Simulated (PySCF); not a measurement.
Compound: C2H6OS.
SMILES: `CS(C)=O`

The closed-shell ground state was solved at several levels (PySCF, density fitting, gas phase, non-relativistic). Geometry: PBE0-D3(BJ)/def2-TZVP; no solvent, vibrations or thermal averaging.

```csv
level,basis functions,total energy (Eh),HOMO (eV),LUMO (eV),gap (eV),dipole (D)
wB97X-D/aug-cc-pVTZ,326,-553.2289,-8.55,0.74,9.29,4.13
KT3/pcSseg-2,235,-558.3901,-5.48,-0.41,5.07,3.79
CAM-B3LYP/aug-cc-pVTZ,326,-553.2198,-8.08,0.10,8.18,4.19
PBE0/aug-cc-pVTZ,326,-552.9653,-6.69,-0.24,6.45,4.04
PBE0/pcSseg-2,235,-552.9751,-6.70,0.44,7.14,4.11
wB97X-D/pcSseg-2,235,-553.2408,-8.56,2.13,10.69,4.22
```

Task: What might B97-2/pcSseg-2 (235 basis functions) give for the same quantities?

Result: Total energy -553.2661 Eh, HOMO -6.44 eV, LUMO 0.48 eV, gap 6.92 eV, dipole 4.09 D.

Task: Over all these levels, which gives the widest orbital gap and which the narrowest?

Result: wB97X-D/pcSseg-2 (range-separated hybrid) has the widest, 10.69 eV, and KT3/pcSseg-2 (GGA) the narrowest, 5.07 eV. The two share the basis. From the narrowest to the widest the HOMO moves by -3.08 eV and the LUMO by +2.54 eV.

Task: In the pcSseg-2 basis, how does the gap go with the fixed share of exact exchange?

Result: KT3 (0 %) 5.07 eV; B97-2 (21 %) 6.92 eV; PBE0 (25 %) 7.14 eV. Each rise in the share widens the gap here.

Task: How far do the dipole and the HOMO energy spread over the levels?

Result: The dipole runs from 3.79 to 4.22 D (mean 4.08 D) and the HOMO from -8.56 to -5.48 eV.

The pairwise dispersion term of wB97X-D wasn't added to the energies; at a given geometry it leaves orbitals and properties as they are.
